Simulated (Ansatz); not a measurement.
System: SiH₂, charge 1, doublet. SiH2+ (parent SMILES [SiH2], doublet).
B3LYP-D3(BJ)/def2-TZVP minimum from Ansatz (a first-principles code):
```xyz
3

Si     0.0001     0.0938    -0.0051
H     -1.2867    -0.6544     0.0427
H      1.2849    -0.6587     0.0282
```
Charge +1, spin multiplicity 2.

Total energies in cc-pV(5+d)Z, 5 correlated electrons, 5 frozen orbitals. Open shells are spin-unrestricted; no spin-orbit coupling. Cores are frozen in correlated methods. No relativity.

```csv
method,program,energy (Eh),minus CCSDT(Q) (mEh)
HF,Ansatz,-289.74584,104.14
MP2,Ansatz,-289.82869,21.29
CCSD,Ansatz,-289.84711,2.87
CCSD(T),Ansatz,-289.84937,0.61
CCSDT(Q),Ansatz,-289.84998,0.00
```
